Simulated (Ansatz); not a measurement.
```yaml
crystal:
  periodic: [false, false, false]
  atoms:
    - {symbol: Pd, position_ang: [0.000000, 0.000000, 0.000000]}
    - {symbol: Si, position_ang: [0.000000, 0.000000, 2.500000]}
basis:
  gaussian: {orbitals: def2-TZVP}
magnetization: {spin_polarized: true, initial_magnetization: 2}
hamiltonian: {xc: pbe0}
relax: {f_tol: 0.004, max_steps: 80}
```

```sh
$ ansatz run in.yaml --threads 1 --pin off --events-out ev --progress --plain --max-ram 2176MiB
```

Steps of the relaxation (energy above the last step; positions in Å, forces in eV/Å):

```
2
step 1, 524.1 meV
Pd    0.000    0.000    0.000    0.000    0.000    2.207
Si    0.000    0.000    2.500    0.000    0.000   -2.207
```

```
2
step 2, 7.8 meV
Pd    0.000    0.000    0.161    0.000    0.000    0.443
Si    0.000    0.000    2.339    0.000    0.000   -0.443
```

```
2
step 3, 2.8 meV
Pd    0.000    0.000    0.188    0.000    0.000   -0.290
Si    0.000    0.000    2.312    0.000    0.000    0.290
```

```
2
step 4, 0.0 meV
Pd    0.000    0.000    0.178    0.000    0.000    0.015
Si    0.000    0.000    2.322    0.000    0.000   -0.015
```

```
2
step 5, 0.0 meV
Pd    0.000    0.000    0.179    0.000    0.000    0.001
Si    0.000    0.000    2.321    0.000    0.000   -0.001
```

Close pairs at the end: Pd1–Si2 2.143 Å.

A stationary point of unrestricted PBE0 after 5 steps, with ⟨S²⟩ = 2.014 against 2.00 for a pure state. 22 s on 1 thread of Arm Neoverse V1, shared host.
